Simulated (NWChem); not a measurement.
System: BCl$_{3}$; SMILES ClB(Cl)Cl

NWChem printed, in part:

```
             Northwest Computational Chemistry Package (NWChem) 7.3.0
             --------------------------------------------------------

                             Geometry "geometry" -> ""
                             -------------------------

 Output coordinates in angstroms (scale by  1.889725989 to convert to a.u.)

  No.       Tag          Charge          X              Y              Z
 ---- ---------------- ---------- -------------- -------------- --------------
    1 B                    5.0000     0.00000000     0.00000000     0.00000000
    2 Cl                  17.0000     0.88125500     1.51442500     0.00000000
    3 Cl                  17.0000     0.87090300    -1.52040200     0.00000000
    4 Cl                  17.0000    -1.75215800     0.00597700     0.00000000

 Effective nuclear repulsion energy (a.u.)     228.1896010159

  xc_inp: hfexch multiplicative factor not found.

                                 NWChem DFT Module
                                 -----------------

 Summary of "ao basis" -> "ao basis" (spherical)
 ------------------------------------------------------------------------------
       Tag                 Description            Shells   Functions and Types
 ---------------- ------------------------------  ------  ---------------------
 B                           6-31g*                  6       14   3s2p1d
 Cl                          6-31g*                  8       18   4s3p1d

            General Information
            -------------------
          SCF calculation type: DFT
          Wavefunction type:  closed shell.
          No. of atoms     :     4
          No. of electrons :    56
           Alpha electrons :    28
            Beta electrons :    28
          Charge           :     0
          Spin multiplicity:     1
          Use of symmetry is: off; symmetry adaption is: off
          Maximum number of iterations: 150
          AO basis - number of functions:    68
                     number of shells:    30
          Convergence on energy requested:  1.00D-06
          Convergence on density requested:  1.00D-05
          Convergence on gradient requested:  5.00D-04

              XC Information
              --------------
                     Hartree-Fock (Exact) Exchange  1.000

      Superposition of Atomic Density Guess
      -------------------------------------

 Sum of atomic energies:       -1402.87783664

      Non-variational initial energy
      ------------------------------

 Total energy =   -1403.946318
 1-e energy   =   -2392.757147
 2-e energy   =     760.621228
 HOMO         =      -0.398695
 LUMO         =       0.054800

     ---------------------------------------------
      Total Density - Mulliken Population Analysis
     ---------------------------------------------

    Atom       Charge   Shell Charges
 -----------   ------   -------------------------------------------------------
    1 B    5     4.24   2.00  0.53  0.85  0.37  0.40  0.08
    2 Cl  17    17.25   2.00  2.00  5.98  1.38  3.68  0.54  1.66  0.01
    3 Cl  17    17.25   2.00  2.00  5.98  1.38  3.68  0.54  1.66  0.01
    4 Cl  17    17.25   2.00  2.00  5.98  1.38  3.68  0.54  1.66  0.01

   convergence    iter        energy       DeltaE   RMS-Dens  Diis-err
 ---------------- ----- ----------------- --------- --------- ---------
 d= 0,ls=0.0,diis     1  -1403.1761222990 -1.63D+03  1.22D-02  4.28D-01
 d= 0,ls=0.0,diis     2  -1403.2268982489 -5.08D-02  5.01D-03  1.56D-01
 d= 0,ls=0.0,diis     3  -1403.2483629882 -2.15D-02  1.40D-03  2.12D-03
 d= 0,ls=0.0,diis     4  -1403.2490215721 -6.59D-04  3.00D-04  4.47D-05
 d= 0,ls=0.0,diis     5  -1403.2490393958 -1.78D-05  6.33D-05  2.27D-06
 d= 0,ls=0.0,diis     6  -1403.2490403936 -9.98D-07  1.45D-05  1.59D-07
 d= 0,ls=0.0,diis     7  -1403.2490404618 -6.82D-08  2.61D-06  7.70D-09

         Total DFT energy =    -1403.249040461754
      One electron energy =    -2393.071925194437
           Coulomb energy =      848.297620548529
    Exchange-Corr. energy =      -86.664336831703
 Nuclear repulsion energy =      228.189601015856

 Numeric. integr. density =        0.000000000000

                       DFT Final Molecular Orbital Analysis
                       ------------------------------------

 Vector   26  Occ=2.000000D+00  E=-4.857122D-01
              MO Center= -4.8D-01,  7.1D-01, -1.3D-16, r^2= 3.4D+00
   Bfn.  Coefficient  Atom+Function         Bfn.  Coefficient  Atom+Function
  ----- ------------  ---------------      ----- ------------  ---------------
    59     -0.525219  4 Cl pz                23      0.505413  2 Cl pz
    63     -0.299505  4 Cl pz                27      0.288211  2 Cl pz
    55      0.202847  4 Cl pz                19     -0.195198  2 Cl pz
    13     -0.032500  1 B  d  1

 Vector   27  Occ=2.000000D+00  E=-4.857122D-01
              MO Center=  4.8D-01, -7.1D-01,  5.0D-16, r^2= 3.4D+00
   Bfn.  Coefficient  Atom+Function         Bfn.  Coefficient  Atom+Function
  ----- ------------  ---------------      ----- ------------  ---------------
    41      0.595036  3 Cl pz                45      0.339318  3 Cl pz
    23     -0.314670  2 Cl pz                59     -0.280366  4 Cl pz
    37     -0.229812  3 Cl pz                27     -0.179440  2 Cl pz
    63     -0.159878  4 Cl pz                19      0.121530  2 Cl pz
    55      0.108281  4 Cl pz                11     -0.032500  1 B  d -1

 Vector   28  Occ=2.000000D+00  E=-4.611413D-01
              MO Center=  6.0D-08, -1.1D-07, -5.0D-17, r^2= 4.3D+00
   Bfn.  Coefficient  Atom+Function         Bfn.  Coefficient  Atom+Function
  ----- ------------  ---------------      ----- ------------  ---------------
    58      0.445139  4 Cl py                21      0.384742  2 Cl px
    39     -0.386261  3 Cl px                62      0.248020  4 Cl py
    22     -0.223884  2 Cl py                40     -0.221254  3 Cl py
    25      0.214369  2 Cl px                43     -0.215215  3 Cl px
    54     -0.170118  4 Cl py                17     -0.147036  2 Cl px

 Vector   29  Occ=0.000000D+00  E= 7.418040D-02
              MO Center= -4.6D-08,  7.2D-08,  3.9D-15, r^2= 2.8D+00
   Bfn.  Coefficient  Atom+Function         Bfn.  Coefficient  Atom+Function
  ----- ------------  ---------------      ----- ------------  ---------------
     9      0.820739  1 B  pz                 5      0.476324  1 B  pz
    27     -0.317421  2 Cl pz                45     -0.317420  3 Cl pz
    63     -0.317421  4 Cl pz                23     -0.206160  2 Cl pz
    41     -0.206160  3 Cl pz                59     -0.206160  4 Cl pz
    19      0.078437  2 Cl pz                37      0.078437  3 Cl pz

 Vector   30  Occ=0.000000D+00  E= 1.936415D-01
              MO Center=  6.7D-07, -9.7D-07, -4.6D-15, r^2= 4.7D+00
   Bfn.  Coefficient  Atom+Function         Bfn.  Coefficient  Atom+Function
  ----- ------------  ---------------      ----- ------------  ---------------
     6      2.710011  1 B  s                 61     -0.787358  4 Cl px
    24     -0.703522  2 Cl s                 42     -0.703523  3 Cl s
    60     -0.703522  4 Cl s                 26      0.680529  2 Cl py
    44     -0.683216  3 Cl py                25      0.396005  2 Cl px
    43      0.391353  3 Cl px                57     -0.219043  4 Cl px

 Vector   31  Occ=0.000000D+00  E= 2.564596D-01
              MO Center=  1.7D-01, -3.0D-01,  2.6D-16, r^2= 5.1D+00
   Bfn.  Coefficient  Atom+Function         Bfn.  Coefficient  Atom+Function
  ----- ------------  ---------------      ----- ------------  ---------------
     8      2.010379  1 B  py                42      1.630945  3 Cl s
     7     -1.175134  1 B  px                44      1.179877  3 Cl py
    60     -0.827878  4 Cl s                 24     -0.803070  2 Cl s
    25      0.747965  2 Cl px                61     -0.690417  4 Cl px
    43     -0.670305  3 Cl px                62     -0.469410  4 Cl py

     ---------------------------------------------
      Total Density - Mulliken Population Analysis
     ---------------------------------------------

    Atom       Charge   Shell Charges
 -----------   ------   -------------------------------------------------------
    1 B    5     4.71   2.00  0.58  1.28  0.30  0.42  0.12
    2 Cl  17    17.10   2.00  2.00  5.98  1.36  3.60  0.59  1.55  0.02
    3 Cl  17    17.10   2.00  2.00  5.98  1.36  3.60  0.59  1.55  0.02
    4 Cl  17    17.10   2.00  2.00  5.98  1.36  3.60  0.59  1.55  0.02

     -------------------------------------------
      Total Density - Lowdin Population Analysis
     -------------------------------------------

    Atom       Charge   Shell Charges
 -----------   ------   -------------------------------------------------------
    1 B    5     5.21   1.98  0.46  1.18  0.35  0.98  0.25
    2 Cl  17    16.93   2.00  1.99  5.91  1.12  3.32  0.64  1.92  0.02
    3 Cl  17    16.93   2.00  1.99  5.91  1.12  3.32  0.64  1.92  0.02
    4 Cl  17    16.93   2.00  1.99  5.91  1.12  3.32  0.64  1.92  0.02

     Multipole analysis of the density
     ---------------------------------

     L   x y z        total         alpha         beta         nuclear
     -   - - -        -----         -----         ----         -------
     0   0 0 0     -0.000000    -28.000000    -28.000000     56.000000

     1   1 0 0     -0.000000     -0.000000     -0.000000      0.000000
     1   0 1 0      0.000000      0.000000      0.000000     -0.000000
     1   0 0 1     -0.000000     -0.000000     -0.000000      0.000000

     2   2 0 0    -33.368952   -156.469112   -156.469112    279.569273
     2   1 1 0      0.000001      0.000022      0.000022     -0.000043
     2   1 0 1     -0.000000     -0.000000     -0.000000      0.000000
     2   0 2 0    -33.368953   -156.469143   -156.469143    279.569332
     2   0 1 1      0.000000      0.000000      0.000000      0.000000
     2   0 0 2    -31.631072    -15.815536    -15.815536      0.000000

                     NWChem Electrostatic Potential Fit Module
                     -----------------------------------------

 Atom parameters

 Number of atoms is                                    4
 Number of basis functions is                         68

 Grid parameters

 Maximum number of grid points is                  23963
 Number of grid points is                          23962
 Grid range                                     0.300000 nm
 Grid spacing                                   0.020000 nm
 Probe radius                                   0.070000 nm
 Atom radius factor                             1.000000

 Atomic radii

    5    0.158000
   17    0.169000
 FASTESP  F
  using M.O. file = ./job.movecs

    Atom              Coordinates                           Charge

                                                  ESP

    1 B     0.000000    0.000000    0.000000    0.544821
    2 Cl    0.088126    0.151443    0.000000   -0.181972
    3 Cl    0.087090   -0.152040    0.000000   -0.181019
    4 Cl   -0.175216    0.000598    0.000000   -0.181830
                                            ------------
                                               -0.000000

 Dipole moment                                  0.002948

 Quadrupole moment Qxx                         -2.992175
                   Qyy                         -2.980952
                   Qzz                          5.973128

 RMS deviation kJ/mol                           0.118835

 RRMS %                                        57.307766
```

Level: Hartree-Fock/6-31G* (spherical d). The geometry was optimised at B3LYP/6-31G* (spherical d).

Question: Write an input that gives this output.

Answer: Several could match; the one computed here: the input that was run:
```
start job
memory heap 200 mb stack 900 mb global 1100 mb
geometry units angstroms noautosym nocenter noautoz
  B      0.000000     0.000000     0.000000
  Cl     0.881255     1.514425     0.000000
  Cl     0.870903    -1.520402     0.000000
  Cl    -1.752158     0.005977     0.000000
end
basis spherical
  * library 6-31g*
end
dft
  xc hfexch
  iterations 150
  mulliken
end
task dft energy
esp
  recalculate
  probe 0.07
  range 0.3
  factor 1.0
  spacing 0.02
end
task esp
```
